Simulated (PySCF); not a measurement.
Species: butanal, C4H8O.
Bonds: C1–C2, C2–C3, C3–C4, C4–O5 (double). Hydrogens: H6, H7, H8 on C1; H9, H10 on C2; H11, H12 on C3; H13 on C4.

Computed with PySCF at wB97X-D/pcSseg-2, non-relativistic, on one gas-phase PBE0-D3(BJ)/def2-TZVP geometry that isn't relaxed in the solvent. The solvent is an IEF-PCM continuum (van der Waals radii × 1.2). Only the electrostatic response of the medium enters.

Gas phase at wB97X-D/pcSseg-2: HOMO -9.32 eV, LUMO 1.30 eV, dipole 2.75 D.

Question: What does the continuum do to the energy, the frontier levels and the dipole at wB97X-D/pcSseg-2 in chloroform?

Answer: 
```json
{"solvent": "chloroform", "ε": "4.711", "E(solvent) − E(gas) (kJ/mol)": "-14.99", "polarisation term (kJ/mol)": "-17.49", "distortion of the solute (kJ/mol)": "2.50", "HOMO (eV)": "-9.36", "LUMO (eV)": "1.34", "dipole (D)": "3.40"}
```

The first energy column is the sum of the next two and covers electrostatics alone.

Question: Which radius a makes the point-dipole formula ΔE = −[(ε − 1)/(2ε + 1)]·μ²/a³ give the value in chloroform, with the gas-phase dipole?

Answer: μ = 1.081 au and |ΔE| = 0.00571 Eh give a = 2.21 Å; the farthest nucleus lies 2.97 Å from the centroid of the nuclei, so such a sphere wouldn't even hold the nuclei. The formula assumes a rigid point dipole at the centre of a sphere.

Conformer computed: `[CH3:1][CH2:2][CH2:3][CH:4]=[O:5]`: C1–C2–C3–C4 180°, C2–C3–C4–O5 0°.

The pairwise dispersion term of wB97X-D wasn't added to the energies; at a given geometry it leaves orbitals and properties as they are.
